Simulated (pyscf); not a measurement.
**Four-centre exchange: HO–B(Cl)–Cl (SMILES OB(Cl)Cl) + SiH₄ (SMILES [SiH4]) → HO–B(SiH₃)–Cl (SMILES OB([SiH3])Cl) + HCl (SMILES Cl)**

Gas phase, singlet surface, charge 0. Bonds broken: B2–Cl3, Si6–H7. Bonds formed: B2–Si6, Cl3–H7. Optimised with ωB97X-D3(BJ)/def2-SVP in PySCF.

Transition state (Å):

```xyz
10

O     -0.8240    -0.5894     1.5763
B     -1.3163    -0.3760     0.3272
Cl    -0.7291    -2.1430    -0.9665
Cl    -3.0573    -0.1197     0.1150
H      0.1262    -0.7409     1.6230
Si    -0.3526     1.2473    -0.7407
H     -0.5463    -0.5965    -0.8484
H     -0.8282     1.4505    -2.1328
H     -0.8700     2.2952     0.1772
H      1.1367     1.2031    -0.6834
```

One imaginary mode, 993i cm⁻¹; descent along it reached the two sides named.

```json
[
 {"bond": "B2–Cl3", "change": "breaks", "reactant side (Å)": "1.765", "saddle": "2.267", "product side": "3.2"},
 {"bond": "Si6–H7", "change": "breaks", "reactant side (Å)": "1.492", "saddle": "1.857", "product side": "3.5"},
 {"bond": "B2–Si6", "change": "forms", "reactant side (Å)": "3.7", "saddle": "2.169", "product side": "2.028"},
 {"bond": "Cl3–H7", "change": "forms", "reactant side (Å)": "3.4", "saddle": "1.562", "product side": "1.288"}
]
```

Electronic energies relative to the separated reactants (eV):

```json
[
 {"level": "ωB97X-D3(BJ)/def2-TZVP", "barrier": "2.22", "reaction energy": "+0.96", "reverse barrier": "1.26"},
 {"level": "PBE/def2-TZVP", "barrier": "1.86", "reaction energy": "+0.94", "reverse barrier": "0.92"},
 {"level": "r²SCAN/def2-TZVP", "barrier": "1.99", "reaction energy": "+1.03", "reverse barrier": "0.96"},
 {"level": "B3LYP-D3(BJ)/def2-TZVP", "barrier": "2.15", "reaction energy": "+0.99", "reverse barrier": "1.16"},
 {"level": "PBE0-D3(BJ)/def2-TZVP", "barrier": "1.98", "reaction energy": "+0.96", "reverse barrier": "1.02"},
 {"level": "M06-2X/def2-TZVP", "barrier": "2.29", "reaction energy": "+1.04", "reverse barrier": "1.26"},
 {"level": "ωB97M-D3(BJ)/def2-TZVP", "barrier": "2.31", "reaction energy": "+1.03", "reverse barrier": "1.28"},
 {"level": "HF/def2-TZVP", "barrier": "3.34", "reaction energy": "+1.12", "reverse barrier": "2.23"}
]
```

With ωB97M-D3(BJ)/def2-TZVP energies and thermal terms (ideal gas, 1 atm, RRHO with modes under 100 cm⁻¹ raised to 100, one conformer, R ln 2 for chiral ones without a mode under 150 cm⁻¹), in eV:

```json
[
 {"T (K)": "298", "ΔH‡": "2.27", "ΔG‡": "2.69", "ΔH": "+1.04", "ΔG": "+1.00"},
 {"T (K)": "600", "ΔH‡": "2.31", "ΔG‡": "3.11", "ΔH": "+1.07", "ΔG": "+0.95"},
 {"T (K)": "900", "ΔH‡": "2.35", "ΔG‡": "3.50", "ΔH": "+1.09", "ΔG": "+0.89"},
 {"T (K)": "1200", "ΔH‡": "2.38", "ΔG‡": "3.88", "ΔH": "+1.10", "ΔG": "+0.83"}
]
```

The same reactants have a lower exit, to HO–SiH₃ + Cl–BH–Cl (barrier +0.96 eV at ωB97M-D3(BJ)/def2-TZVP, against +2.31 eV here). This is the saddle that the search found; another between the same sides may lie lower.
